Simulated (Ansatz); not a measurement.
Basis-set extrapolation for C₄H₆O, SMILES `C=CCC=O` (PBE0-D4/def2-TZVP geometry, frozen core, Ansatz). Multiplicity 1, RHF reference.

```
                      def2-TZVPP   def2-QZVPP
                 HF  -229.885978  -229.896465
    MP2 correlation    -0.877284    -0.937075
CCSD(T) correlation    -0.951284      not run
```

Energies in hartree. Use E(X) = E(∞) + A·exp(−7.88·√X) for Hartree–Fock and E(X) = E(∞) + B·X^(−2.97) for correlation, with X = 3 and 4, and add CCSD(T) minus MP2 of the smaller set to the MP2 limit.

Q: What is the CCSD(T) energy at the basis-set limit?

A: HF limit: -229.896465 + (-0.010487) × 0.13774 = -229.89791. MP2 limit: -0.937075 + (-0.059791) × 0.74074 = -0.98136. Higher-order term: -0.951284 − (-0.877284) = -0.07400. Total: -230.95327 hartree, 72.8 kcal/mol below CCSD(T)/def2-TZVPP.
